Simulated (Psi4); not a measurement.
Psi4 input (wB97X-D/6-31G*):

```
memory 1500 MB

molecule {
0 2
C     0.00171763   -0.00263817    0.32505308
F    -0.01708335    1.26042782   -0.06192073
F     1.09904525   -0.61482395   -0.08303830
F    -1.08310698   -0.64384509   -0.07174301
symmetry c1
no_reorient
no_com
}

set {
  basis 6-31G*
  reference uks
  scf_type pk
  dft_radial_points 99
  dft_spherical_points 590
  e_convergence 1e-8
  d_convergence 1e-7
  maxiter 150
}

e = energy('wb97x-d')
print_out(f'\nFINAL {e:.10f} DIPOLE {variable("CURRENT DIPOLE")[0]:.6f} {variable("CURRENT DIPOLE")[1]:.6f} {variable("CURRENT DIPOLE")[2]:.6f}\n')
```

Output:

```
   => Loading Basis Set <=

    Name: 6-31G*
    Role: ORBITAL
    Keyword: BASIS
    atoms 1   entry C          line   111 file 6-31gs.gbs
    atoms 2-4 entry F          line   162 file 6-31gs.gbs

   => WB97X-D: Empirical Dispersion <=

    Chai and Head-Gordon Dispersion Correction
    Chai, J.-D.; Head-Gordon, M. (2010), J. Chem. Phys., 132: 6615-6620

        s6 =       1.000000

         ---------------------------------------------------------
                                   SCF
               by Justin Turney, Rob Parrish, Andy Simmonett
                          and Daniel G. A. Smith
                              UKS Reference
         ---------------------------------------------------------

  ==> Geometry <==

    Molecular point group: c1
    Full point group: C1

    Geometry (in Angstrom), charge = 0, multiplicity = 2:

       Center              X                  Y                   Z               Mass
    ------------   -----------------  -----------------  -----------------  -----------------
         C            0.001717630000    -0.002638170000     0.325053080000    12.000000000000
         F           -0.017083350000     1.260427820000    -0.061920730000    18.998403162730
         F            1.099045250000    -0.614823950000    -0.083038300000    18.998403162730
         F           -1.083106980000    -0.643845090000    -0.071743010000    18.998403162730

  Running in c1 symmetry.

  Rotational constants: A =      0.36015  B =      0.36015  C =      0.18630 [cm^-1]
  Rotational constants: A =  10796.88631  B =  10796.88620  C =   5585.23651 [MHz]
  Nuclear repulsion =  123.810023627915001

  Charge       = 0
  Multiplicity = 2
  Electrons    = 33
  Nalpha       = 17
  Nbeta        = 16

  ==> Algorithm <==

  SCF Algorithm Type is PK.
  DIIS enabled.
  MOM disabled.
  Fractional occupation disabled.
  Guess Type is SAD.
  Energy threshold   = 1.00e-08
  Density threshold  = 1.00e-07
  Integral threshold = 1.00e-12

  ==> Primary Basis <==

  Basis Set: 6-31G*
    Blend: 6-31G*
    Number of shells: 24
    Number of basis functions: 60
    Number of Cartesian functions: 60
    Spherical Harmonics?: false
    Max angular momentum: 2

  ==> DFT Potential <==

   => LibXC <=

    Version 7.1.2
    S. Lehtola, C. Steigemann, M. J. T. Oliveira, and M. A. L. Marques,  SoftwareX 7, 1–5 (2018) (10.1016/j.softx.2017.11.002)

   => Composite Functional: WB97X-D <=

    wB97X-D Hyb-GGA Exchange-Correlation Functional

    J.-D. Chai and M. Head-Gordon,  Phys. Chem. Chem. Phys. 10, 6615–6620 (2008) (10.1039/B810189B)

    Deriv               =              1
    GGA                 =           TRUE
    Meta                =          FALSE

    Exchange Hybrid     =           TRUE
    MP2 Hybrid          =          FALSE

   => Exchange-Correlation Functionals <=

    1.0000   wB97X-D range-separated functional

   => Exact (HF) Exchange <=

    0.7780            HF,LR [omega = 0.2000]
    0.2220               HF

   => LibXC Density Thresholds  <==

    XC_HYB_GGA_XC_WB97X_D:  1.00E-14

   => Molecular Quadrature <=

    Radial Scheme          =       TREUTLER
    Pruning Scheme         =           NONE
    Nuclear Scheme         =       TREUTLER

    Blocking Scheme        =         OCTREE
    BS radius alpha        =              1
    Pruning alpha          =              1
    Radial Points          =             99
    Spherical Points       =            590
    Total Points           =         223318
    Total Blocks           =           1692
    Max Points             =            256
    Max Functions          =             59
    Weights Tolerance      =       1.00E-15

  ==> Integral Setup <==

  Using in-core PK algorithm.
   Calculation information:
      Number of atoms:                   4
      Number of AO shells:              24
      Number of primitives:             60
      Number of atomic orbitals:        60
      Number of basis functions:        60

      Integral cutoff                 1.00e-12
      Number of threads:                 1

  Performing in-core PK
  Using 5026095 doubles for integral storage.
  We computed 43844 shell quartets total.
  Whereas there are 45150 unique shell quartets.

  Computing range-separated integrals for PK
  We computed 43844 wK shell quartets total.
  Whereas there are 45150 wK unique shell quartets.

  ==> DiskJK: Disk-Based J/K Matrices <==

    J tasked:                  Yes
    K tasked:                  Yes
    wK tasked:                 Yes
    Omega:               2.000E-01
    Schwarz Cutoff:          1E-12


  Cached 100.0% of DFT collocation blocks in 0.349 [GiB].

  Minimum eigenvalue in the overlap matrix is 3.2972646477E-03.
  Reciprocal condition number of the overlap matrix is 5.7974087626E-04.
    Using symmetric orthogonalization.

  ==> Pre-Iterations <==

  SCF Guess: Superposition of Atomic Densities via on-the-fly atomic UHF (no occupation information).

   -------------------------
    Irrep   Nso     Nmo
   -------------------------
     A         60      60
   -------------------------
    Total      60      60
   -------------------------

  ==> Iterations <==

                        Total Energy        Delta E     RMS |[F,P]|

   @UKS iter SAD:  -337.07964377865073   -3.37080e+02   0.00000e+00
   @UKS iter   1:  -337.39690876511645   -3.17265e-01   7.35292e-03 DIIS/ADIIS
   @UKS iter   2:  -337.38943652583606    7.47224e-03   8.13318e-03 DIIS/ADIIS
   @UKS iter   3:  -337.46187290478696   -7.24364e-02   3.41126e-04 DIIS/ADIIS
   @UKS iter   4:  -337.46210077863731   -2.27874e-04   8.34641e-05 DIIS
   @UKS iter   5:  -337.46212755729096   -2.67787e-05   2.80109e-05 DIIS
   @UKS iter   6:  -337.46213061252496   -3.05523e-06   1.03640e-05 DIIS
   @UKS iter   7:  -337.46213110340932   -4.90884e-07   1.81126e-06 DIIS
   @UKS iter   8:  -337.46213111746783   -1.40585e-08   5.60197e-07 DIIS
   @UKS iter   9:  -337.46213111879888   -1.33105e-09   1.06092e-07 DIIS
   @UKS iter  10:  -337.46213111886010   -6.12204e-11   2.35439e-08 DIIS
  Energy and wave function converged.

  ==> Post-Iterations <==

   Electrons on quadrature grid:
      Nalpha   =   16.9999999662 ; deviation = -3.381e-08
      Nbeta    =   15.9999999633 ; deviation = -3.665e-08
      Ntotal   =   32.9999999295 ; deviation = -7.046e-08

   @Spin Contamination Metric:   1.752764080E-03
   @S^2 Expected:                7.500000000E-01
   @S^2 Observed:                7.517527641E-01
   @S   Expected:                5.000000000E-01
   @S   Observed:                5.000000000E-01

    Orbital Energies [Eh]
    ---------------------

    Alpha Occupied:

       1A    -24.884749     2A    -24.884747     3A    -24.884746
       4A    -10.550087     5A     -1.439696     6A     -1.354235
       7A     -1.354235     8A     -0.806855     9A     -0.701240
      10A     -0.701239    11A     -0.667589    12A     -0.573973
      13A     -0.573972    14A     -0.541263    15A     -0.541263
      16A     -0.515428    17A     -0.345181

    Alpha Virtual:

      18A      0.268912    19A      0.272236    20A      0.272237
      21A      0.563802    22A      0.574265    23A      0.574267
      24A      0.596714    25A      1.134115    26A      1.134115
      27A      1.159481    28A      1.159482    29A      1.165423
      30A      1.364079    31A      1.395779    32A      1.414501
      33A      1.414502    34A      1.447004    35A      1.447005
      36A      1.559104    37A      1.714759    38A      1.714760
      39A      1.875784    40A      1.875784    41A      1.883899
      42A      1.897525    43A      1.926662    44A      1.926662
      45A      2.046216    46A      2.046217    47A      2.115573
      48A      2.202887    49A      2.413816    50A      2.413817
      51A      2.582931    52A      2.799409    53A      2.799410
      54A      3.101003    55A      3.110851    56A      3.110852
      57A      4.248160    58A      4.248166    59A      4.299167
      60A      4.742789

    Beta Occupied:

       1A    -24.881380     2A    -24.881379     3A    -24.881375
       4A    -10.536302     5A     -1.429228     6A     -1.345130
       7A     -1.345130     8A     -0.788115     9A     -0.690317
      10A     -0.690317    11A     -0.628708    12A     -0.562699
      13A     -0.562698    14A     -0.531380    15A     -0.531380
      16A     -0.512058

    Beta Virtual:

      17A     -0.005631    18A      0.280161    19A      0.303398
      20A      0.303398    21A      0.583194    22A      0.583195
      23A      0.585498    24A      0.628447    25A      1.137688
      26A      1.137689    27A      1.171802    28A      1.172771
      29A      1.172772    30A      1.376233    31A      1.397494
      32A      1.421525    33A      1.421526    34A      1.459158
      35A      1.459160    36A      1.589577    37A      1.720365
      38A      1.720365    39A      1.879769    40A      1.879770
      41A      1.900560    42A      1.902486    43A      1.930807
      44A      1.930807    45A      2.050979    46A      2.050980
      47A      2.115883    48A      2.215249    49A      2.449377
      50A      2.449378    51A      2.603820    52A      2.820937
      53A      2.820939    54A      3.111871    55A      3.125744
      56A      3.125749    57A      4.250891    58A      4.250898
      59A      4.345515    60A      4.754449

    Final Occupation by Irrep:
              A
    DOCC [    16 ]
    SOCC [     1 ]
    NA   [    17 ]
    NB   [    16 ]

  @UKS Final Energy:  -337.46213111886010

   => Energetics <=

    Nuclear Repulsion Energy =            123.8100236279150010
    One-Electron Energy =                -714.6179025770081807
    Two-Electron Energy =                 279.3766452369476383
    DFT Exchange-Correlation Energy =     -26.0307125723164425
    Empirical Dispersion Energy =          -0.0001848343981884
    VV10 Nonlocal Energy =                  0.0000000000000000
    Total Energy =                       -337.4621311188600998

  UHF NO Occupations:
  HONO-2 :   15  A 1.9998777
  HONO-1 :   16  A 1.9995065
  HONO-0 :   17  A 1.0000000
  LUNO+0 :   18  A 0.0004935
  LUNO+1 :   19  A 0.0001223
  LUNO+2 :   20  A 0.0001223
  LUNO+3 :   21  A 0.0000432

Computation Completed

Properties will be evaluated at   0.000000,   0.000000,   0.000000 [a0]

Properties computed using the SCF density matrix

 Multipole Moments:

 ------------------------------------------------------------------------------------
     Multipole            Electronic (a.u.)      Nuclear  (a.u.)        Total (a.u.)
 ------------------------------------------------------------------------------------

 L = 1.  Multiply by 2.5417464519 to convert [e a0] to [Debye]
 Dipole X            :          0.0005090            0.0000001            0.0005091
 Dipole Y            :         -0.0007824            0.0000000           -0.0007824
 Dipole Z            :          0.0964465            0.0000002            0.0964468
 Magnitude           :                                                    0.0964513

 ------------------------------------------------------------------------------------

FINAL -337.4621311189 DIPOLE 0.000509 -0.000782 0.096447

*** Psi4 exiting successfully. Buy a developer a beer!
```
